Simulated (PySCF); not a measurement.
Compound: C₃H₂O (charge +1 and doublet state).
Structure used (GFN2-xTB), in Å, numbered top down from 1:
```
atom  x, y, z in Å
O1    -1.614   -1.148    0.109
C2    -0.675   -0.480    0.043
C3     0.018    0.810   -0.123
C4     0.780   -0.243    0.060
H5    -0.209    1.851   -0.285
H6     1.702   -0.789    0.174
```

Identity: `O=C1[CH][CH+]1` [radical] (charge +1).

Computed with UKS B3LYP, pcH-1 on C H O, non-relativistic, mean-field spin-orbit, GIAO (PySCF 2.14.0). Geometry: GFN2-xTB; no solvent, vibrations or thermal averaging. A GFN2-xTB geometry isn't a minimum of the functional, and hyperfine couplings can be far from their values at a DFT geometry, by a factor of two or more for some ions and for spin on atoms past the first row.

Task: The isotropic 13C couplings, averaged over equivalent nuclei, are -75.7, +67.3 MHz. Assign them to C2; C3/C4.

Result: 
```csv
site,a_iso (MHz),ρ(0) (bohr⁻³),position,distance from O1 (Å),spin population,largest |T| (MHz)
C2,-75.7,-0.0673,1 bond from O1,1.15,0.00,19.2
C3/C4,+67.3,+0.0599,2 bonds from O1,2.56,+0.19,45.6
```

ρ(0) is the spin density at the nucleus and T the dipolar tensor; entries for several nuclei are means. Largest spin populations (Mulliken): O1 (+0.57), C4 (+0.19) and C3 (+0.19). Three atoms exceed +0.15.

Nuclei that the bonding pattern makes equivalent are averaged, as if the motion that swaps them (rotation, inversion, ring flip) were fast.

C3, the radical centre as drawn in `O=C1[CH][CH+]1`, holds a spin population of +0.19 out of 1.

Time: 20 s of wall time (grids of density and orbitals included); peak memory 0.38 GiB. Hardware: an Arm Neoverse V2 with one thread, no GPU, on a shared host.
